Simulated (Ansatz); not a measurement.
# CHAl (triplet): from a generated start to a stationary point

Where does this start of CHAl (triplet) end when it is relaxed?

Computed with Ansatz 0.2.0, Gaussian basis. Level: UKS PBE0/def2-TZVP.

## 1. Starting geometry

3 atoms, charge 0, spin multiplicity 3.

Atoms are counted from 1 here; the program's logs count them from 0.

Bond lengths: Al1–C2 1.853 Å, Al1–H3 1.586 Å. Angles: C2–Al1–H3 180.0°.

Coordinates:

```xyz
3
CHAl
Al    0.00000    0.00000   -0.08918
C     0.00000    0.00000    1.76408
H     0.00000    0.00000   -1.67490
```

The start was built by rule and, where that kept it together, relaxed with GFN2-xTB. Sticks and bond lists go by distance. 

## 2. Relaxation

in.yaml reads:

```yaml
crystal:
  periodic: [false, false, false]
  atoms:
    - {symbol: Al, position_ang: [0.000000, 0.000000, -0.089178]}
    - {symbol: C, position_ang: [0.000000, 0.000000, 1.764083]}
    - {symbol: H, position_ang: [0.000000, 0.000000, -1.674904]}
basis:
  gaussian: {orbitals: def2-TZVP}
magnetization: {spin_polarized: true, initial_magnetization: 2}
hamiltonian: {xc: pbe0}
relax: {f_tol: 0.004, max_steps: 80}
```

Run with:

```bash
$ ansatz run in.yaml --threads 1 --pin off --events-out ev --progress --plain --max-ram 2176MiB
```

Q: Predict the outcome of this session. Wanted: energy gained; shift from the start; total energy; dipole moment; ⟨S²⟩.

The runs gave:

```
                  quantity          value
                     steps              5
             energy gained       0.037 eV
shift from the start (rms)        0.034 Å
              total energy  -7639.9409 eV
             dipole moment         3.70 D
                      ⟨S²⟩          2.006
```

The bonds of the start are those of the end. Al1–C2 went from 1.853 to 1.916 Å. No vibrations were run, so this is a stationary point, not a proven minimum, and this spin need not be the ground state's.
